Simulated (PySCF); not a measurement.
Species: CH8BN.
Structure used (GFN2-xTB), in Å, numbered top down from 1:
```
atom  x, y, z in Å
B1     1.2572    0.4790   -0.1668
N2     0.0339   -0.6118   -0.0012
C3    -1.2856   -0.0147    0.1616
H4     2.2426   -0.1827   -0.2875
H5     1.0039    1.1146   -1.1418
H6     1.2565    1.1299    0.8307
H7     0.2734   -1.1811    0.8043
H8     0.0650   -1.1953   -0.8311
H9    -2.0701   -0.7683    0.2686
H10   -1.2742    0.6246    1.0419
H11   -1.4971    0.6085   -0.7047
```

The closed-shell ground state was solved at several levels (PySCF, density fitting, gas phase, non-relativistic).

```
         level  basis functions  HOMO (eV)  LUMO (eV)  gap (eV)  dipole (D)
PBE0/def2-SVPD              124      -7.78       0.00      7.78        5.22
   B3LYP/pcJ-1              161      -7.59       0.17      7.76        5.45
 PBE0/pcSseg-1               91      -7.76       0.51      8.27        5.48
```

What might CAM-B3LYP/def2-SVPD (124 basis functions) give for the same quantities?

HOMO -9.27 eV, LUMO 0.64 eV, gap 9.91 eV, dipole 5.25 D.

Over all these levels, which gives the widest orbital gap and which the narrowest?

CAM-B3LYP/def2-SVPD (range-separated hybrid) has the widest, 9.91 eV, and B3LYP/pcJ-1 (global hybrid, 20 % exact exchange) the narrowest, 7.76 eV. Functional and basis both differ between the two, so the spread mixes both effects.

How far do the dipole and the HOMO energy spread over the levels?

The dipole runs from 5.22 to 5.48 D (mean 5.35 D) and the HOMO from -9.27 to -7.59 eV.
